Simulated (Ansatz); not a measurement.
hcp Cd, treated with r²SCAN (Ansatz, a program for electronic structure, plane waves, PAW).

A relaxed, unreconstructed slab of the (11-20) face has 20 atoms, two equal faces of 29.677 Å² each and an energy of -165360.8397 eV. A bulk cell of 4 atoms with the same orientation and in-plane k mesh has -33072.7249 eV. Energies are extrapolated to zero smearing.

Settings: plane-wave cutoff 500 eV, 10×12×1 k mesh (along the axes of the cell as run), Fermi–Dirac smearing 0.1 eV, scalar-relativistic PAW data made under PBE.

Worked out: γ = (E_slab − N E_bulk per atom)/2A = [-165360.8397 − 20 × (-33072.7249/4)]/(2 × 29.677) = 0.0469 eV/Å². With 16.022 J/m² per eV/Å² this is 0.75 J/m², or 1.39 eV per surface cell and face.
